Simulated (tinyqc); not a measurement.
Pariser-Parr-Pople SCF with singles CI, for the molecule C=CC=C[CH2+] (SMILES; centres numbered as the heavy atoms are written), step by step. One step of it, computed by the program tinyqc.

Task: Iteration 2: orbitals and new P. Diagonalise F (the basis is taken as orthonormal) and form P = 2 sum c c over the lowest orbitals.

F (eV):
```
           1C          2C         3C          4C         5C
1C  -9.526729   -4.581559  -0.669003    0.311969   0.365970
2C  -4.581559  -10.069577  -4.045618    0.083078   0.311969
3C  -0.669003   -4.045618  -9.968180   -4.045618  -0.669003
4C   0.311969    0.083078  -4.045618  -10.069577  -4.581559
5C   0.365970    0.311969  -0.669003   -4.581559  -9.526729
```

pi electrons, sum of z_r less the charge = 4

Give: orbital energies; P after iteration 2.

Result:

orbital energies (eV): -17.4324  -14.9179  -8.5430  -5.1274  -3.1400

P after iteration 2:
```
         1C       2C      3C       4C       5C
1C   0.6665   0.7933  0.3503  -0.2064  -0.3069
2C   0.7933   0.9922  0.5717  -0.0344  -0.2064
3C   0.3503   0.5717  0.6826   0.5717   0.3503
4C  -0.2064  -0.0344  0.5717   0.9922   0.7933
5C  -0.3069  -0.2064  0.3503   0.7933   0.6665
```
